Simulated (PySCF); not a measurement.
# EPR parameters of C5H7O

C5H7O (doublet state).
SMILES with atom numbers: `[OH:1][CH2:2][CH2:3][C:4]1=[C:5][CH2:6]1` (hydrogens: H7 on O1; H8, H9 on C2; H10, H11 on C3; H12, H13 on C6)

Cartesian coordinates in Å at the GFN2-xTB level; atoms count from 1:
```xyz
13
C5H7O angstrom
O     -1.9891    0.4042    1.0940
C     -1.6817   -0.3608   -0.0391
C     -0.3966    0.1162   -0.7411
C      0.7628   -0.0579    0.1294
C      1.4428   -0.3511    1.1821
C      2.3297    0.1717    0.1141
H     -1.2491    0.3452    1.7108
H     -2.5326   -0.2491   -0.7151
H     -1.5746   -1.4231    0.2235
H     -0.5027    1.1752   -1.0007
H     -0.2571   -0.4537   -1.6650
H      2.7037    1.1880    0.1622
H      2.9401   -0.5044   -0.4728
```

The hyperfine couplings belong to this conformer and change with its torsions.

Level of theory: UKS B3LYP, pcH-1 on C H O, non-relativistic, mean-field spin-orbit, GIAO in PySCF. One conformer (not necessarily the lowest) at the GFN2-xTB geometry, without solvent, vibrations or thermal averaging. The geometry wasn't refined by DFT: couplings that depend on bond lengths, twists or pyramidal angles can differ widely from those at the functional's own minimum. Stability of the SCF solution: not tested.

```
g1, g2, g3                      : 2.00145, 2.00275, 2.00403
g_iso                           : 2.00274
Form of g                       : rhombic: the two nearest values differ by 50 % of g3 − g1
⟨S²⟩                            : 0.7567 (exact 0.7500)
HOMO–LUMO gap, α and β orbitals : 6.80, 3.70 eV
Basis functions                 : 220
```

Isotropic coupling and dipolar principal values T1 to T3, in mT (MHz turned into mT with g_iso):

| atom | isotope | a_iso | T1 | T2 | T3 | Mulliken spin population |
| --- | --- | --- | --- | --- | --- | --- |
| O1 | 17O | 0.01 | -0.05 | 0.02 | 0.03 | 0.00 |
| C2 | 13C | 0.43 | -0.08 | -0.06 | 0.14 | 0.02 |
| C3 | 13C | -0.08 | -0.06 | -0.03 | 0.09 | 0.00 |
| C4 | 13C | 0.40 | -0.95 | -0.25 | 1.21 | 0.03 |
| C5 | 13C | 15.71 | -1.96 | -1.36 | 3.33 | 0.66 |
| C6 | 13C | 1.05 | -1.12 | -1.05 | 2.17 | 0.32 |
| H7 | 1H | 0.00 | -0.11 | -0.06 | 0.18 | 0.00 |
| H8 | 1H | 0.17 | -0.06 | -0.03 | 0.08 | 0.00 |
| H9 | 1H | -0.03 | -0.08 | -0.03 | 0.10 | 0.00 |
| H10 | 1H | -0.10 | -0.08 | -0.06 | 0.14 | 0.00 |
| H11 | 1H | 0.01 | -0.08 | -0.06 | 0.15 | 0.00 |
| H12 | 1H | -0.68 | -0.52 | -0.13 | 0.64 | -0.01 |
| H13 | 1H | -0.69 | -0.52 | -0.12 | 0.64 | -0.01 |

Largest spin populations (Mulliken): C5 (+0.66) and C6 (+0.32).

Axes: g2 points within 9° of the C5–C6 bond.

Under fast tumbling the dipolar parts average out, and these isotropic splittings remain: 2 × 1H (H12/H13, I = 1/2, 3 lines) with 0.69 mT, 2 × 1H (H8/H9, I = 1/2, 3 lines) with 0.07 mT and 2 × 1H (H10/H11, I = 1/2, 3 lines) with 0.05 mT.

Nuclei that the bonding pattern makes equivalent are averaged, as if the motion that swaps them (rotation, inversion, ring flip) were fast. The 1H value of +1.9 MHz is a mean of couplings from -0.9 to 4.6 MHz in this one geometry, not an average over conformers.

The 13C coupling of C5 (440.3 MHz) shows only in satellite lines or after enrichment, since that isotope makes up about 1.07 % of natural carbon.

β density exceeds α density at some nuclei, such as H12/H13 (-0.0043) and C3 (-0.0020), spin density in bohr⁻³. In a single determinant that takes different orbitals for the two spins, that is spin polarisation.
